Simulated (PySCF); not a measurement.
CH3S, SMILES [S]C (connectivity only; charge and spin as stated), charge -1, multiplicity 1.

Geometry optimised at PBE0-D3(BJ)/def2-TZVPD. The multiplicity is an assumed one; other spin states were not compared. The isomer is the one that the SMILES or the coordinates give; other isomers of the formula were not compared.

Two levels are set side by side: PBE/def2-TZVPD (PySCF) and HF/def2-TZVPD (PySCF). Same geometry, gas phase. Differences are taken from unrounded values.

```
quantity                      PBE
---------------------------  ----
orbital gap (eV)             2.49
highest occupied level (eV)  1.30
lowest empty level (eV)      3.79
mean polarisability (bohr³)  66.6
```

Problem. These are the PBE values. What does HF give? (An estimate is asked for; the answer gives what the named calculation found.)

Solution. 
```csv
quantity,HF,PBE minus HF
orbital gap (eV),7.62,-5.12
highest occupied level (eV),-2.24,3.54
lowest empty level (eV),5.37,-1.58
mean polarisability (bohr³),54.7,11.8
```

Without exact exchange PBE keeps part of each electron's self-repulsion, which lifts occupied levels and narrows the gap. PBE's more diffuse valence density responds more strongly to a field. Differences between two approximate levels are no errors against the true value.

Rough cost on one machine, each run with all the roots and properties that it gave: HF against PBE about 1/4.
